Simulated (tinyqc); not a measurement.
Inside a calculation. Method: extended Hueckel theory, for N2+. The parameters take no account of the charge, which enters only through the electron count. One step of it, computed by the program tinyqc.

Problem. Wolfsberg-Helmholz matrix. H_ij = K' S_ij (H_ii + H_jj)/2 for i != j (the diagonal keeps H_ii), with K' = K + D^2 + D^4 (1 - K), D = (H_ii - H_jj)/(H_ii + H_jj), K = 1.75.

overlap S, lower triangle:
```
            1N 2s    1N 2px    1N 2py     1N 2pz     2N 2s    2N 2px    2N 2py    2N 2pz
1N 2s    1.000000
1N 2px   0.000000  1.000000
1N 2py   0.000000  0.000000  1.000000
1N 2pz   0.000000  0.000000  0.000000   1.000000
2N 2s    0.354742  0.000000  0.000000   0.376155  1.000000
2N 2px   0.000000  0.202880  0.000000   0.000000  0.000000  1.000000
2N 2py   0.000000  0.000000  0.202880   0.000000  0.000000  0.000000  1.000000
2N 2pz  -0.376155  0.000000  0.000000  -0.331136  0.000000  0.000000  0.000000  1.000000
```

diagonal H_ii (eV): 1N 2s -26.000000, 1N 2px -13.400000, 1N 2py -13.400000, 1N 2pz -13.400000, 2N 2s -26.000000, 2N 2px -13.400000, 2N 2py -13.400000, 2N 2pz -13.400000

K = 1.750000

Give: H.

Solution.

H (eV), lower triangle:
```
           1N 2s    1N 2px    1N 2py    1N 2pz     2N 2s    2N 2px    2N 2py    2N 2pz
1N 2s   -26.0000
1N 2px    0.0000  -13.4000
1N 2py    0.0000    0.0000  -13.4000
1N 2pz    0.0000    0.0000    0.0000  -13.4000
2N 2s   -16.1408    0.0000    0.0000  -13.6677  -26.0000
2N 2px    0.0000   -4.7575    0.0000    0.0000    0.0000  -13.4000
2N 2py    0.0000    0.0000   -4.7575    0.0000    0.0000    0.0000  -13.4000
2N 2pz   13.6677    0.0000    0.0000    7.7651    0.0000    0.0000    0.0000  -13.4000
```
